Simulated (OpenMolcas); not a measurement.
# P2H2 (phosphanylidenephosphane): levels of theory compared

We compute a comparison of 6 runs (B3LYP/STO-3G, UB3LYP/STO-3G, UPBE/STO-3G, r2SCAN/STO-3G, ACPF/STO-3G, CISD/STO-3G) of P2H2 (phosphanylidenephosphane). 

The results are computed with OpenMolcas 26.06.

3 further runs of the same task are left out: 1 that didn't finish, 2 set aside as unsound or not needed.

## 1. The system as given

The species is P2H2 (4 atoms), meant as a singlet with charge 0. SMILES: `P=P`. The P2–H4 distance was set to 2.105 Å, away from the relaxed value. At this shape a bond of the SMILES string is far longer than usual.

Bond lengths: P1–P2 2.016 Å, P1–H3 1.403 Å. Angles: P2–P1–H3 94.8°. A long bond or contact: P2–H4 2.105 Å.

## 2. The energy at B3LYP/STO-3G (run 1)

Input file geom.xyz:

```xyz
4

P      0.506531    -1.035692     0.545956
P      0.555321     0.971478     0.369346
H      1.568161    -1.099632     1.460926
H     -1.037310     1.067660    -1.003410
```

Input file test.inp:

```
&GATEWAY
  BasLib
  $CurrDir
  Coord
  geom.xyz
  Basis
  STO-3G
  Group
  NoSym

&SEWARD
  GridInput
  Grid=UltraFine
  End of Grid

&SCF
  KSDFT
  B3LYP
  Thresholds
  1e-10 1e-07 1e-07 1e-05
  PrOrbitals
  1 1
```

The basis set STO-3G is read from a file made from the Basis Set Exchange's data (not shown).

Run with:

```console
$ export MOLCAS_MEM=1860
$ pymolcas test.inp > test.log
```

Log:

```text
--- Start Module: gateway ---
[...]
--- Stop Module: gateway /rc=_RC_ALL_IS_WELL_ ---
--- Start Module: seward ---
[...]
      Basis functions           20
--- Stop Module: seward /rc=_RC_ALL_IS_WELL_ ---
--- Start Module: scf ---
[...]
       Convergence after  14 Iterations
[...]
::    Total KS-DFT energy                            -676.0329128005
[...]
      Total spin, S                                     0.0000000000
[...]
      Total electronic charge=   32.000000
      Total            charge=   -0.000000
[...]
      Dipole Moment (debye):
      Origin of the operator (angstrom)=    0.5226   -0.0316    0.4504
                   X=  8.8746E-01               Y= -2.0971E-01               Z=  7.8193E-01           Total=  1.2012E+00
      Quadrupole Moment (debye*angstrom):
[...]
--- Stop Module: scf /rc=_RC_ALL_IS_WELL_ ---
[...]
```

Wall time 3.9 s (1 thread of Arm Neoverse V2, shared host); peak memory 0.37 GiB.

## 3. The energy at UB3LYP/STO-3G (run 2)

geom.xyz is that of step 2.

Input file test.input:

```
>>> EXPORT MOLCAS_PRINT=2

&gateway
 baslib=$CurrDir
 coord=geom.xyz
 basis=STO-3G
 group=NoSym

&seward
 gridinput
 Grid=UltraFine
 End of Grid

&scf
 uhf
 ksdft=B3LYP
 thresholds=1e-10 1e-07 1e-07 1e-05
 scramble=0.25
 prorbitals=1 1
```

The basis set STO-3G is read from a file made from the Basis Set Exchange's data (not shown).

Run with:

```console
$ export MOLCAS_MEM=1860
$ pymolcas test.input > test.log
```

Log:

```text
--- Start Module: gateway ---
[...]
--- Stop Module: gateway /rc=_RC_ALL_IS_WELL_ ---
--- Start Module: seward ---
[...]
      Basis functions           20
--- Stop Module: seward /rc=_RC_ALL_IS_WELL_ ---
--- Start Module: scf ---
[...]
       Convergence after  22 Iterations
[...]
::    Total KS-DFT energy                            -676.0329128005
[...]
      Total spin, S                                    -0.0000000000
[...]
      Total electronic charge=   32.000000
      Total            charge=   -0.000000
[...]
      Dipole Moment (debye):
      Origin of the operator (angstrom)=    0.5226   -0.0316    0.4504
                   X=  8.8746E-01               Y= -2.0971E-01               Z=  7.8193E-01           Total=  1.2012E+00
      Quadrupole Moment (debye*angstrom):
[...]
--- Stop Module: scf /rc=_RC_ALL_IS_WELL_ ---
[...]
```

Wall time 7.2 s (1 thread of Arm Neoverse V2, shared host); peak memory 0.37 GiB.

Run 3 isn't shown in full; the table further down has it.

## 4. A single-point energy at r2SCAN/STO-3G (run 4)

geom.xyz is that of step 3.

Input file test.input:

```
* H2P2 Kohn-Sham DFT
&GATEWAY
BasLib
$CurrDir
Coord
geom.xyz
Basis
STO-3G
Group
NoSym
&SEWARD
GridInput
Grid=UltraFine
End of Grid
&SCF
KSDFT
2
1.0 MGGA_X_R2SCAN
1.0 MGGA_C_R2SCAN
Thresholds
1e-10 1e-07 1e-07 1e-05
PrOrbitals
1 1
```

The basis set STO-3G is read from a file made from the Basis Set Exchange's data (not shown).

Run with:

```console
$ export MOLCAS_MEM=1860
$ pymolcas test.input > test.log
```

Log:

```text
--- Start Module: gateway ---
[...]
--- Stop Module: gateway /rc=_RC_ALL_IS_WELL_ ---
--- Start Module: seward ---
[...]
      Basis functions           20
--- Stop Module: seward /rc=_RC_ALL_IS_WELL_ ---
--- Start Module: scf ---
[...]
       Convergence after  17 Iterations
[...]
::    Total KS-DFT energy                            -675.9952841346
[...]
      Total spin, S                                     0.0000000000
[...]
      Total electronic charge=   32.000000
      Total            charge=   -0.000000
[...]
      Dipole Moment (debye):
      Origin of the operator (angstrom)=    0.5226   -0.0316    0.4504
                   X=  8.9606E-01               Y= -2.1149E-01               Z=  7.8947E-01           Total=  1.2128E+00
      Quadrupole Moment (debye*angstrom):
[...]
--- Stop Module: scf /rc=_RC_ALL_IS_WELL_ ---
[...]
```

Run time: 5.1 s. Hardware: 1 thread of Arm Neoverse V2, shared host; peak memory 0.37 GiB.

Run 5 isn't shown in full; the table further down has it.

## 5. The energy at CISD/STO-3G (run 6)

geom.xyz is that of step 4.

Input file test.input:

```
&GATEWAY
  BASLIB = $CurrDir
  COORD = geom.xyz
  BASIS = STO-3G
  GROUP = NoSym

&SEWARD

&SCF
  THRESHOLDS = 1e-10 1e-07 1e-07 1e-05
  PRORBITALS = 1 1

&MOTRA
  FROZEN = 10

&GUGA
  ELECTRONS = 12
  SPIN = 1
  INACTIVE = 6
  ACTIVE = 0
  CIALL = 1

&CPF
  SDCI
```

The basis set STO-3G is read from a file made from the Basis Set Exchange's data (not shown).

Run with:

```console
$ export MOLCAS_MEM=1860
$ pymolcas test.input > test.log
```

Log:

```text
--- Start Module: gateway ---
[...]
--- Stop Module: gateway /rc=_RC_ALL_IS_WELL_ ---
[...]
      Basis functions           20
[...]
       Convergence after  12 Iterations
[...]
::    Total SCF energy                               -674.7864565628
[...]
      Total spin, S                                     0.0000000000
[...]
      *** WARNING: Default frozen orbitals is overwritten by user input.
      *** Default values:  10
[...]
--- Start Module: guga ---
[...]
--- Stop Module: guga /rc=_RC_ALL_IS_WELL_ ---
--- Start Module: cpf ---
[...]
      Active orbitals                            0       0
[...]
      Spin quantum number                      0.0
[...]
     FINAL CI ENERGY          -674.94248914
     FINAL CORRELATION ENERGY   -0.15603258  REFERENCE ENERGY    -674.78645656
[...]
     REL. CI ENERGY           -674.94248914
[...]
      Total electronic charge=   32.000000
      Total            charge=    0.000000
[...]
      Dipole Moment (debye):
      Origin of the operator (angstrom)=    0.5226   -0.0316    0.4504
                   X=  6.8658E-01               Y= -1.8233E-01               Z=  6.0712E-01           Total=  9.3447E-01
      Quadrupole Moment (debye*angstrom):
[...]
--- Stop Module: cpf /rc=_RC_ALL_IS_WELL_ ---
[...]
```

It took 1.5 s on 1 thread of Arm Neoverse V2, shared host; peak memory 0.37 GiB.

## 6. Overview of the runs

| run | level | scramble | integration grid | energy (Eh) | dipole moment (D) of the reference | HOMO energy (eV) | LUMO energy (eV) | wall time |
| --- | --- | --- | --- | --- | --- | --- | --- | --- |
| 1 | B3LYP/STO-3G | – | UltraFine | -676.032913 | 1.20 | -3.59 | 0.97 | 3.9 s |
| 2 | UB3LYP/STO-3G | 0.25 | UltraFine | -676.032913 | 1.20 | -3.59 | 0.97 | 7.2 s |
| 3 | UPBE/STO-3G | 0.25 | UltraFine | -675.697654 | 1.16 | -2.67 | 0.35 | 6 s |
| 4 | r2SCAN/STO-3G | – | UltraFine | -675.995284 | 1.21 | -2.93 | 0.35 | 5.1 s |
| 5 | ACPF/STO-3G | – | – | -674.974600 | 1.35 | -6.13 | 4.71 | 1.5 s |
| 6 | CISD/STO-3G | – | – | -674.942489 | 1.35 | -6.13 | 4.71 | 1.5 s |

## 7. Summary of results

| quantity | value |
| --- | --- |
| run 6: total energy | -674.94249 Eh |
| run 6: dipole moment (mean-field density) | 1.35 D |
| run 6: HOMO energy (Hartree–Fock orbitals) | -6.13 eV |
| run 6: LUMO energy (Hartree–Fock orbitals) | 4.71 eV |
| run 6: HOMO–LUMO gap (Hartree–Fock orbitals) | 10.84 eV |
| run 6: correlation energy (10 core orbitals frozen) | -156.0 mEh |

**Reading.** Over runs 1, 2, 3, 4 the dipole moment (its size) runs from 1.16 D (UPBE/STO-3G) to 1.21 D (r2SCAN/STO-3G). Over runs 1, 2, 3, 4 the HOMO–LUMO gap runs from 3.02 eV (UPBE/STO-3G) to 4.56 eV (UB3LYP/STO-3G). Totals of different functionals can't be ranked against each other. In runs 1, 2, 3, 4, 5, 6 the basis is minimal, so the values are rough. All runs together took 25 s, the longest 7.2 s.
